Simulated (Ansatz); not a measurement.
Ansatz (a quantum-chemistry and plane-wave program) input:

Ansatz 0.2 input:
```yaml
crystal:
  periodic: [false, false, false]
  atoms:
    - {symbol: S, position_ang: [-0.00000000, -0.00000000, -1.55168481]}
    - {symbol: C, position_ang: [0.00000000, 0.00000000, 0.00000000]}
    - {symbol: S, position_ang: [0.00000000, 0.00000000, 1.55168481]}
basis:
  gaussian:
    orbitals: def2-TZVPD
hamiltonian:
  xc: {name: PBE}
total_charge: 1
magnetization: {spin_polarized: true, initial_magnetization: 1}
output: {forces: true}
```

Which total energy does the run end on?

-833.78630 Eh (PBE/def2-TZVPD). The basis has 129 functions.
